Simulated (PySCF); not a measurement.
Ethylamine, SMILES CCN, CAM-B3LYP/def2-SVP optimised geometry.

```
10

C      0.27     0.37     0.00
C     -0.26    -0.37    -1.22
N      0.26     0.22    -2.44
H     -0.09    -0.09     0.93
H      1.37     0.37     0.00
H     -0.07     1.42     0.00
H     -1.37    -0.40    -1.17
H      0.07    -1.42    -1.17
H     -0.06    -0.30    -3.26
H     -0.08     1.17    -2.55
```

Density from PySCF with CAM-B3LYP/def2-TZVP at that geometry.

Minimum of the electron density along straight lines between bonded atoms, close to the bond critical point (lines longer than 1.1 times the sum of covalent radii, or with two minima, are not listed):

```
bond    length / Å  ρ at the minimum / e bohr⁻³  ∇²ρ there / e bohr⁻⁵  position (fraction from the first atom)
------  ----------  ---------------------------  --------------------  ---------------------------------------
C1–C2        1.519                   (withheld)            (withheld)                                     0.50
C2–N3        1.454                        0.273            (withheld)                                     0.41
C1–H4        1.100                        0.272                 -0.92                                     0.64
C1–H5        1.100                        0.274                 -0.93                                     0.64
C1–H6        1.102                        0.271                 -0.91                                     0.64
C2–H7        1.111                        0.272                 -0.92                                     0.64
C2–H8        1.103                        0.278                 -0.96                                     0.64
N3–H9        1.018                        0.335                 -1.56                                     0.73
N3–H10       1.019                        0.333                 -1.54                                     0.73
```

### Question
Fill in the missing entries.

### Answer

- C1–C2, ρ at the minimum / e bohr⁻³: 0.254
- C1–C2, ∇²ρ there / e bohr⁻⁵: -0.66
- C2–N3, ∇²ρ there / e bohr⁻⁵: -0.72
